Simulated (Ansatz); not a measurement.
Geometry optimisation, RKS PBE/def2-mTZVP (Ansatz).

Input file:

```yaml
crystal:
  periodic: [false, false, false]
  atoms:
    - { symbol: O, position_ang: [-1.0514, 0.4096, -1.4935] }
    - { symbol: P, position_ang: [-0.3424, 1.1656, -0.2643] }
    - { symbol: Si, position_ang: [0.4805, -0.6007, 0.8049] }
    - { symbol: H, position_ang: [-1.9844, 0.3451, -1.3234] }
    - { symbol: H, position_ang: [0.8581, 1.5323, -0.9442] }
    - { symbol: H, position_ang: [1.3914, -0.1024, 1.9121] }
    - { symbol: H, position_ang: [1.3189, -1.4388, -0.1228] }
    - { symbol: H, position_ang: [-0.5787, -1.3679, 1.3753] }
basis:
  gaussian: { orbitals: def2-mTZVP }
hamiltonian:
  xc: pbe
relax:
  f_tol: 0.015
  max_steps: 40
```

Command:

```bash
$ ansatz run input.yaml --threads 1 --pin off --max-ram 2048MiB --backend cpu --events-out ev --progress --plain --runs-dir out
```

Problem. Where does it end, and by what steps?

Solution. It converged. After 10 steps the energy has fallen by 0.301 eV; H4 moved furthest, 0.44 Å.

```
step  energy less start (eV)  largest force component (eV/Å)  accepted
   0                  0.0000                           2.457       yes
   1                 -0.2062                           1.226       yes
   2                 -0.2725                           0.971       yes
   3                 -0.2545                           0.485        no
   4                 -0.2885                           0.274       yes
   5                 -0.2980                           0.034       yes
   6                 -0.2989                           0.111       yes
   7                 -0.3004                           0.073       yes
   8                 -0.3006                           0.050       yes
   9                 -0.3007                           0.024       yes
  10                 -0.3008                           0.004       yes
```

```xyz
8
Properties=species:S:1:pos:R:3
O -1.111 0.286 -1.534
P -0.449 1.131 -0.203
Si 0.559 -0.634 0.848
H -2.019 0.618 -1.664
H 0.779 1.566 -0.826
H 1.518 -0.063 1.850
H 1.298 -1.532 -0.097
H -0.483 -1.430 1.570
```

The run took 27 s on 1 thread of Arm Neoverse V1, with other jobs on the host, peak memory 0.14 GiB.
